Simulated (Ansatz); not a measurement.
Relaxation of C2HFO (5 atoms, charge 0, multiplicity 1), to a largest force component of 0.02 eV/Å in at most 50 steps.

These are results of Ansatz, RKS PBE0-D4/def2-mTZVP, not measurements.

```xyz
5
Properties=species:S:1:pos:R:3:forces:R:3
O 0.580 1.335 0.094 -0.01 -0.08 0.00
C 0.171 0.096 0.100 2.25 0.32 0.21
C -0.178 -1.056 0.104 -0.08 -3.38 0.10
F -0.433 -2.340 0.132 -0.06 1.63 -0.07
H -0.694 0.751 -0.003 -2.09 1.50 -0.24
```

Problem. Where does it end, and by what steps?

Solution. It converged. After 13 steps the energy has fallen by 3.030 eV; H5 moved furthest, 0.92 Å. Parted: C2–H5. Joined: O1–H5.

```csv
step,energy less start (eV),largest force component (eV/Å),accepted
0,0.0000,3.376,yes
1,-0.1363,0.775,yes
2,-0.1843,0.595,yes
3,-0.2284,0.933,yes
4,-0.3119,1.537,yes
5,-0.8913,3.315,yes
6,-1.6267,6.479,yes
7,-2.5010,2.802,yes
8,-2.9113,1.119,yes
9,-3.0113,0.743,yes
10,-3.0257,0.502,yes
11,-3.0295,0.089,yes
12,-3.0296,0.022,yes
13,-3.0296,0.002,yes
```

```xyz
5
Properties=species:S:1:pos:R:3
O 0.299 1.156 0.073
C 0.042 -0.130 0.095
C -0.100 -1.311 0.123
F -0.271 -2.585 0.153
H -0.524 1.655 -0.017
```

Time of the run: 27 s on 1 CPU thread of a shared host.
